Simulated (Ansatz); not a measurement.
Born–Oppenheimer molecular dynamics of ClH₅OSi (8 atoms, charge 0, multiplicity 1). It starts at the highest image of a converged band, a first-order saddle point between two minima.

These are results of RKS PBE-D4/cc-pVDZ (Ansatz), not measurements.

| Property | Result |
| --- | --- |
| ensemble | NVE (velocity Verlet) |
| time step | 0.5 fs |
| steps asked | 200 |
| starting velocities drawn for | 100 K |
| seed | 3283 |

First frame:

```xyz
8
Properties=species:S:1:pos:R:3
Si -0.182 0.090 -0.120
Cl 0.010 0.692 2.268
H 1.122 -0.635 0.079
H -0.148 1.531 -0.522
H -0.771 -0.650 -1.325
O -1.923 -0.309 0.733
H -2.175 -1.256 0.660
H -1.589 -0.093 1.694
```

(1) How far do the bonds stretch over the last three quarters of this one trajectory? (Pairs bonded in most of those frames.)

Answers

(1) 
```json
{"bond": "Si1–H3", "mean (Å)": "1.502", "spread (Å)": "0.007", "shortest": "1.49", "longest": "1.51"}
{"bond": "Si1–H4", "mean (Å)": "1.496", "spread (Å)": "0.012", "shortest": "1.48", "longest": "1.52"}
{"bond": "Si1–H5", "mean (Å)": "1.520", "spread (Å)": "0.018", "shortest": "1.49", "longest": "1.55"}
{"bond": "Si1–O6", "mean (Å)": "1.813", "spread (Å)": "0.084", "shortest": "1.68", "longest": "1.91"}
{"bond": "Cl2–H8", "mean (Å)": "1.488", "spread (Å)": "0.171", "shortest": "1.30", "longest": "1.75"}
{"bond": "O6–H7", "mean (Å)": "0.980", "spread (Å)": "0.014", "shortest": "0.96", "longest": "1.00"}
```

Pairs bonded in part of these frames only: Si1–Cl2 28 %, Cl2–H8 72 %, O6–H8 36 %.

Mean temperature of the second half: 541 K. The conserved energy stayed within 0.043 meV per atom of its start (net change -0.00038 meV per atom), so the integration is sound. The kinetic energy rose, since the run started high on the potential surface and went downhill. It ends in pieces (ClH + H4OSi), so much of that is their flight and rotation, not heat. A run of 0.1 ps of so small a system gives no equilibrium averages. The orbitals stay closed-shell, which can raise the energy where a bond breaks towards radicals; this wasn't checked here.

The run took 6.6 min on 1 thread of Arm Neoverse V1 (shared host), peak memory 0.11 GiB.
